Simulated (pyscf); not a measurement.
Single points on ωB97X-D3(BJ)/def2-SVP structures (PySCF, gas phase).

**Question.** Estimate by transition-state theory (the high-pressure limit) the rate constant of F–W(F)(F)(F)=S + hydrogen chloride (HCl) → F–W(F)(F)(F)(SH)–Cl (singlet surface; Cl–H broken, H–S, Cl–W formed) at 600 K, with ωB97M-D3(BJ)/def2-TZVP energies (ideal gas, 1 atm, RRHO with modes under 100 cm⁻¹ raised to 100, one conformer, R ln 2 for chiral ones without a mode under 150 cm⁻¹; no tunnelling).

**Answer.** The electronic barrier is 29.0 kcal/mol and the thermal terms add +18.0, so ΔG‡ = 47.0 kcal/mol. With k_BT/h = 1.25e+13 s⁻¹ and RT = 1.192 kcal/mol, and a volume of 8.18e-20 cm³ per molecule at 1 atm, k = 7.5e-24 cm³ molecule⁻¹ s⁻¹. The product is born with the 21 kcal/mol of the reverse barrier and needs collisions to keep. Wigner's tunnelling factor for 1007i cm⁻¹ would be 1.24. A shift of 1 kcal/mol in the barrier changes k by a factor 2.3. On the product side the descent ends in a point that may be a rotor saddle (no frequency run), 1.6 kcal/mol over the lowest minimum found and 20.9 kcal/mol under the saddle at ωB97X-D3(BJ)/def2-TZVP. At ωB97X-D3(BJ)/def2-TZVP the barrier from the zero used here is 23.2 kcal/mol. This is the saddle that the search found; another between the same sides may lie lower. Elements past Kr carry the def2 core potentials, without spin-orbit coupling.
